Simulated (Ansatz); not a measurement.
# SCl2O2 (sulfuryl chloride) at 6 levels

Aim: a comparison of 6 runs (HF/STO-3G, HF/3-21G, HF/def2-SVP, HF/pcseg-1, B2PLYP/3-21G, PBE/6-311G**) of SCl2O2 (sulfuryl chloride). 

The calculation is run with Ansatz 0.2.0.

3 further runs of the same task are left out: 2 that didn't finish, 1 set aside as unsound or not needed.

**1. Starting point**

SCl2O2 has 5 atoms, charge 0, and is taken as a singlet. As SMILES, `O=S(=O)(Cl)Cl`. The shape is that of a PBE0-D4/def2-TZVP optimisation.

Bond lengths: O1–S2 1.415 Å, S2–O3 1.416 Å, S2–Cl4 2.013 Å, S2–Cl5 2.013 Å. Angles: O1–S2–O3 123.0°, O1–S2–Cl4 107.8°, O1–S2–Cl5 107.8°, O3–S2–Cl4 107.8°, O3–S2–Cl5 107.8°, Cl4–S2–Cl5 100.5°.

**2. Energy and forces at HF/STO-3G (run 1)**

Input file molecule.yaml:

```yaml
basis:
  gaussian: {orbitals: STO-3G}
crystal:
  periodic: [false, false, false]
  atoms:
    - {symbol: O, position_ang: [0.866100, 0.300300, -1.246600]}
    - {symbol: S, position_ang: [-0.068500, 0.126800, -0.197800]}
    - {symbol: O, position_ang: [-1.381700, 0.653700, -0.241000]}
    - {symbol: Cl, position_ang: [-0.209600, -1.845200, 0.179900]}
    - {symbol: Cl, position_ang: [0.793700, 0.764400, 1.505600]}
hamiltonian: {xc: hf}
output: {forces: true, orbitals: {seedname: orbitals}}
accuracy: high
total_charge: 0
```

The run is started by

```console
$ ansatz run molecule.yaml --threads 1 --pin off --max-ram 2610MiB --events-out events.jsonl --progress --plain --runs-dir runs
```

The log of the run:

```text
Warning: RAYON_NUM_THREADS=1 ignored (pool sized by the plan → 1); use --threads N
Functional definition: HF
  name "HF"
  exchange = exact_x
  correlation = 0
755 factors; integrals over basis functions are off by at most 2.4e-8 eV
mean field evaluation 1: about -39436.3361 eV, gradient 5.3e1 eV
mean field evaluation 2: about -39436.4851 eV, gradient 5.3e1 eV
mean field evaluation 4: about -39446.0492 eV, gradient 3.7e0 eV
mean field evaluation 8: about -39446.1109 eV, gradient 6.7e-2 eV
mean field -39446.11093138 eV, -1449.6178391941 hartree, gradient 2.5e-8 eV, S^2 0.000000; 0 other end points of the search recorded, 0 dependent functions left out
the calculation of the forces begins
reference -39446.11093138 eV, -1449.6178391941 hartree; 33, 33 occupied and 4, 4 virtual orbitals, 755 factors
Total energy: -39446.11093138 eV, -1449.6178391941 hartree
Atom 0 at     0.866100     0.300300    -1.246600 Å, force     7.337349     1.499974    -8.505654 eV/Å
Atom 1 at    -0.068500     0.126800    -0.197800 Å, force     1.278343    -2.382452     3.723928 eV/Å
Atom 2 at    -1.381700     0.653700    -0.241000 Å, force   -10.459425     4.294816    -0.538010 eV/Å
Atom 3 at    -0.209600    -1.845200     0.179900 Å, force    -0.262928    -4.788055     1.094580 eV/Å
Atom 4 at     0.793700     0.764400     1.505600 Å, force     2.106661     1.375717     4.225155 eV/Å
Dipole moment:    -0.025806     0.047804    -0.074752 e Å
```

Wall time 0.94 s (1 thread of Arm Neoverse V2, shared host).

**3. Energy and forces at HF/3-21G (run 2)**

Edit molecule.yaml of step 2 so:

```diff
@@ -1,3 +1 @@
-basis:
-  gaussian: {orbitals: STO-3G}
 crystal:
@@ -10,5 +8,7 @@
     - {symbol: Cl, position_ang: [0.793700, 0.764400, 1.505600]}
+basis:
+  gaussian: {orbitals: 3-21G.json}
+magnetization: {spin_polarized: false}
 hamiltonian: {xc: hf}
+accuracy: high
 output: {forces: true, orbitals: {seedname: orbitals}}
-accuracy: high
-total_charge: 0
```

The basis set 3-21G is read from a file made from the Basis Set Exchange's data (not shown).

The run is started by

```console
$ ansatz run molecule.yaml --threads 1 --pin off --max-ram 2610MiB --events-out events.jsonl --progress --plain --runs-dir runs
```

The log of the run, shortened:

```text
Warning: RAYON_NUM_THREADS=1 ignored (pool sized by the plan → 1); use --threads N
Functional definition: HF
  name "HF"
[...]
1242 factors; integrals over basis functions are off by at most 3.2e-9 eV
[...]
mean field -39692.77462073 eV, -1458.6825625827 hartree, gradient 1.2e-8 eV, S^2 0.000000; 0 other end points of the search recorded, 0 dependent functions left out
[...]
reference -39692.77462073 eV, -1458.6825625827 hartree; 33, 33 occupied and 24, 24 virtual orbitals, 1242 factors
Total energy: -39692.77462073 eV, -1458.6825625827 hartree
Atom 0 at     0.866100     0.300300    -1.246600 Å, force     6.199153     1.160471    -6.976128 eV/Å
Atom 1 at    -0.068500     0.126800    -0.197800 Å, force     0.869781    -1.628611     2.549077 eV/Å
Atom 2 at    -1.381700     0.653700    -0.241000 Å, force    -8.707498     3.500573    -0.300755 eV/Å
Atom 3 at    -0.209600    -1.845200     0.179900 Å, force    -0.349061    -4.555138     0.820298 eV/Å
Atom 4 at     0.793700     0.764400     1.505600 Å, force     1.987624     1.522705     3.907508 eV/Å
Dipole moment:     0.096742    -0.178945     0.278803 e Å
```

Wall time 1.5 s (1 thread of Arm Neoverse V2, shared host).

Runs 3 to 4 aren't shown in full; the table further down has their settings and results.

**4. Energy and forces at B2PLYP/3-21G (run 5)**

Edit molecule.yaml of step 3 so:

```diff
@@ -9,6 +9,9 @@
 basis:
-  gaussian: {orbitals: 3-21G.json}
-magnetization: {spin_polarized: false}
-hamiltonian: {xc: hf}
+  gaussian:
+    orbitals: 3-21G.json
 accuracy: high
+correlation:
+  frozen_orbitals: {Cl: 5, O: 1, S: 5}
+hamiltonian:
+  xc: {name: B2PLYP}
 output: {forces: true, orbitals: {seedname: orbitals}}
```

The basis set 3-21G is read from a file made from the Basis Set Exchange's data (not shown).

The run is started by

```console
$ ansatz run molecule.yaml --threads 1 --pin off --max-ram 2610MiB --events-out events.jsonl --progress --plain --runs-dir runs
```

The log of the run, shortened:

```text
Warning: RAYON_NUM_THREADS=1 ignored (pool sized by the plan → 1); use --threads N
Functional definition: B2PLYP
  name "B2PLYP"
[...]
1242 factors; integrals over basis functions are off by at most 3.2e-9 eV
[...]
mean field -39746.90464276 eV, -1460.6718042017 hartree, gradient 4.9e-8 eV, S^2 0.000000; 0 other end points of the search recorded, 0 dependent functions left out
17 core orbitals not correlated: weight in the atoms' cores, before any rotation towards them, 1.000 or more for the frozen orbitals, at most 0.000 for the correlated occupied ones
reference -39746.90466403 eV, -1460.6718049836 hartree; 16, 16 occupied and 24, 24 virtual orbitals, 1242 factors
second order -15.54553091 eV of doubles, -0.00000000 eV of singles
[...]
Total energy: -39751.10195738 eV, -1460.8260526690 hartree
Atom 0 at     0.866100     0.300300    -1.246600 Å, force     7.301928     1.350026    -8.183726 eV/Å
Atom 1 at    -0.068500     0.126800    -0.197800 Å, force     0.815318    -1.529089     2.393946 eV/Å
Atom 2 at    -1.381700     0.653700    -0.241000 Å, force   -10.238139     4.103977    -0.329859 eV/Å
Atom 3 at    -0.209600    -1.845200     0.179900 Å, force    -0.430771    -5.841224     1.089588 eV/Å
Atom 4 at     0.793700     0.764400     1.505600 Å, force     2.551665     1.916311     5.030051 eV/Å
Dipole moment:     0.039526    -0.073090     0.113756 e Å
```

Run time: 17 s. Hardware: 1 thread of Arm Neoverse V2, shared host.

**5. Energy and forces at PBE/6-311G(d,p) (run 6)**

Input file job.yaml:

```yaml
crystal:
  periodic: [false, false, false]
  atoms:
    - {symbol: O, position_ang: [0.866100, 0.300300, -1.246600]}
    - {symbol: S, position_ang: [-0.068500, 0.126800, -0.197800]}
    - {symbol: O, position_ang: [-1.381700, 0.653700, -0.241000]}
    - {symbol: Cl, position_ang: [-0.209600, -1.845200, 0.179900]}
    - {symbol: Cl, position_ang: [0.793700, 0.764400, 1.505600]}
basis:
  gaussian:
    orbitals: 6-311G_st__st_-spherical.json
accuracy: high
hamiltonian:
  xc: pbe
output: {forces: true, orbitals: {seedname: orbitals}}
```

The basis set 6-311G** is read from a file made from the Basis Set Exchange's data (not shown).

The run is started by

```console
$ ansatz run job.yaml --threads 1 --pin off --max-ram 2610MiB --events-out events.jsonl --progress --plain --runs-dir runs
```

The log of the run, shortened:

```text
Warning: RAYON_NUM_THREADS=1 ignored (pool sized by the plan → 1); use --threads N
Functional definition: PBE
  name "PBE"
[...]
2040 factors; integrals over basis functions are off by at most 1.9e-8 eV
[...]
mean field -39955.76986046 eV, -1468.3474593785 hartree, gradient 8.2e-9 eV, S^2 0.000000; 0 other end points of the search recorded, 0 dependent functions left out
[...]
reference -39955.76986354 eV, -1468.3474594916 hartree; 33, 33 occupied and 81, 81 virtual orbitals, 2040 factors
Total energy: -39955.76986354 eV, -1468.3474594916 hartree
Atom 0 at     0.866100     0.300300    -1.246600 Å, force     1.782899     0.289505    -1.919589 eV/Å
Atom 1 at    -0.068500     0.126800    -0.197800 Å, force     0.162914    -0.316546     0.501678 eV/Å
Atom 2 at    -1.381700     0.653700    -0.241000 Å, force    -2.445571     0.951701    -0.023128 eV/Å
Atom 3 at    -0.209600    -1.845200     0.179900 Å, force    -0.126044    -1.440023     0.223922 eV/Å
Atom 4 at     0.793700     0.764400     1.505600 Å, force     0.625802     0.515363     1.217117 eV/Å
Dipole moment:     0.079960    -0.147848     0.230319 e Å
```

Run time: 9.9 s. Hardware: 1 thread of Arm Neoverse V2, shared host.

**6. The series**

```csv
run,level,frozen core orbitals,energy (Eh),dipole moment (D),HOMO energy (eV),LUMO energy (eV),wall time
1,HF/STO-3G,–,-1449.617839,0.44,-10.73,2.99,0.94 s
2,HF/3-21G,–,-1458.682563,1.66,-13.79,-0.55,1.5 s
3,HF/def2-SVP,–,-1465.583711,2.29,-13.70,1.10,3.3 s
4,HF/pcseg-1,–,-1465.990824,2.21,-13.85,0.69,4.2 s
5,B2PLYP/3-21G,17,-1460.826053,0.68,-11.61,-2.67,17 s
6,PBE/6-311G**,–,-1468.347459,1.37,-8.45,-4.18,9.9 s
```

**7. Outcome**

| quantity | value |
| --- | --- |
| run 6: total energy | -1468.34746 Eh |
| run 6: dipole moment | 1.37 D |
| run 6: HOMO energy | -8.45 eV |
| run 6: LUMO energy | -4.18 eV |
| run 6: HOMO–LUMO gap | 4.27 eV |
| run 6: largest force on an atom | 2.636 eV/Å |

**Reading.** The dipole moment (its size) runs from 0.44 D (HF/STO-3G) to 2.29 D (HF/def2-SVP). The two dipoles point in opposite directions. The HOMO–LUMO gap runs from 4.27 eV (PBE/6-311G**) to 14.80 eV (HF/def2-SVP). The two ends differ in method and basis. Totals of different functionals can't be ranked against each other. In run 1 the basis is minimal, so the values are rough. All runs together took 36 s, the longest 17 s.
